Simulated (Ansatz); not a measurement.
# AlBeH2 (quartet): the correlation ladder, def2-TZVPP

An exercise on one series of results from a longer session: the logs are not shown, and one member is left open.

Computed with Ansatz 0.2.0, Gaussian basis. Level: def2-TZVPP, core rule «outside noble gas», up to 6 orbitals frozen.

To be run: UHF; ROHF; CCSD(T) on UHF.

2 further runs of the same task are left out: 2 set aside as unsound or not needed.

## What is computed

The geometry is a PBE0/def2-TZVP stationary point (not a proven minimum) of the parent state, kept for this charge and spin.

4 atoms, charge 0, spin multiplicity 4.

Atoms are counted from 1 here; the program's logs count them from 0.

Bond lengths: Al1–H3 1.603 Å, Be2–H4 1.345 Å.

Set-up of the first run:

The input, in.yaml:

```yaml
crystal:
  periodic: [false, false, false]
  atoms:
    - {symbol: Al, position_ang: [0.000000, -0.087238, 0.612491]}
    - {symbol: Be, position_ang: [0.000000, 0.145516, -1.694725]}
    - {symbol: H, position_ang: [0.000000, 0.998189, 1.792085]}
    - {symbol: H, position_ang: [0.000000, 0.036007, -3.035011]}
basis:
  gaussian: {orbitals: def2-TZVPP}
magnetization: {spin_polarized: true, initial_magnetization: 3}
hamiltonian: {xc: hf}
output: {orbitals: {seedname: orbitals}}
```

The run is started by

```console
$ ansatz run in.yaml --threads 1 --pin off --events-out ev --progress --plain --max-ram 4096MiB --backend cpu
```

Steps of the session up to this table: UHF; ROHF; CCSD(T) on UHF.

One table of the session follows, with a row left open; its other results are not shown here.

| method | from UCCSD(T) (meV) |
| --- | --- |
| ROHF | +3145.5 |
| UHF | +3124.2 |
| UMP2 | ? |
| UCCSD | +93.9 |
| UCCSD(T) | 0 |

Estimate the missing values for UMP2.

The run gave: from UCCSD(T) (meV): +839.1. In the column «from UCCSD(T) (meV)» it lies between UCCSD (+93.9) and UHF (+3124.2).
